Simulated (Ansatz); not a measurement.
How basis sets differ on SiH4 (silane)

SiH4, singlet, SMILES `[SiH4]`. Each level relaxes the structure for itself.

Each level gives the highest harmonic wavenumber at each level's own minimum (cm⁻¹). The values are calculated.

```
                           level                 kind  program  value (cm⁻¹)
                     MP2/pcseg-0  perturbation theory   Ansatz          2178
MP2/6-31G* (Cartesian functions)  perturbation theory   Ansatz          2335
                     MP2/pcseg-1  perturbation theory   Ansatz          2345
                     MP2/pcseg-2  perturbation theory   Ansatz          2325
```

Harmonic and unscaled. The values span 2178 to 2345 cm⁻¹. Without the sets that lack polarisation functions the rows with a basis span only 2325 to 2345 cm⁻¹.
